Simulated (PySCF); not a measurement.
Geometries of 2 isomers of C4H3N, from PBE0-D3(BJ)/def2-SVP geometry optimisation, gas phase in PySCF 2.14.0. One conformer each, no zero-point energy, no frequencies.

**Question.** Which is lower in electronic energy at this level?
A.
```xyz
8
angstrom
N      2.525   -0.443   -0.731
C      1.499   -0.332   -0.204
C      0.216   -0.196    0.463
C     -0.747    0.883    0.050
C     -1.065   -0.314   -0.319
H      0.253   -0.529    1.511
H     -0.933    1.953    0.097
H     -1.720   -1.021   -0.819
```
B.
```xyz
8
angstrom
C     -1.692    0.173    0.020
C     -0.440   -0.162   -0.098
C      0.827   -0.504   -0.219
C      1.896    0.325    0.238
N      2.777    0.986    0.602
H     -2.200    0.741   -0.767
H     -2.268   -0.100    0.911
H      1.100   -1.459   -0.687
```

**Answer.** B. That is `C=C=CC#N` (cyanoallene), 16.1 kcal/mol below the other.

```tsv
SMILES	atoms numbered as above	E (Eh)	relative (kcal/mol)	relative (kJ/mol)	dipole (D)
C=C=CC#N	[CH2:1]=[C:2]=[CH:3][C:4]#[N:5]	-208.49187	0.0	0.0	4.27
N#CC1C=C1	[N:1]#[C:2][CH:3]1[CH:4]=[CH:5]1	-208.46628	16.1	67.2	4.35
```

As drawn, the lower has cumulated double bonds, which the higher lacks; the higher has a three-membered ring, which the lower lacks.
